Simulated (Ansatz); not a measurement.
`C=C(O)C=N`, relaxed with RKS PBE-D4/def2-SVP in Ansatz 0.2.0 from a rough embedded geometry. The force threshold is 0.03 eV/Å; the program also tests the step.

Total charge 0; spin multiplicity 1.

Start:

```xyz
10

C     0.143    1.559    0.513
C    -0.197    0.334    0.417
O    -1.034   -0.206    1.349
C     0.299   -0.620   -0.692
N    -0.098   -1.793   -0.720
H     0.826    2.077   -0.265
H    -0.193    2.210    1.291
H    -1.092   -1.206    1.036
H     0.988   -0.109   -1.416
H     0.358   -2.245   -1.513
```

| step | energy (eV) | largest force (eV/Å) | largest move (Å) |
| --- | --- | --- | --- |
| 1 | -6715.1946 | 5.273 | 0.000 |
| 2 | -6715.7064 | 1.633 | 0.082 |
| 3 | -6715.7665 | 0.598 | 0.060 |
| 4 | -6715.7868 | 0.305 | 0.048 |
| 5 | -6715.7896 | 0.162 | 0.043 |
| 6 | -6715.7921 | 0.023 | 0.024 |

End:

```xyz
10

C     0.161    1.631    0.508
C    -0.192    0.323    0.414
O    -1.004   -0.311    1.278
C     0.303   -0.545   -0.676
N    -0.100   -1.767   -0.653
H     0.832    2.068   -0.244
H    -0.210    2.265    1.326
H    -1.038   -1.239    0.912
H     0.980   -0.093   -1.433
H     0.267   -2.332   -1.433
```

Run time 11 s (2 threads of an Arm Neoverse V2 on a shared host); peak host memory 0.12 GiB.
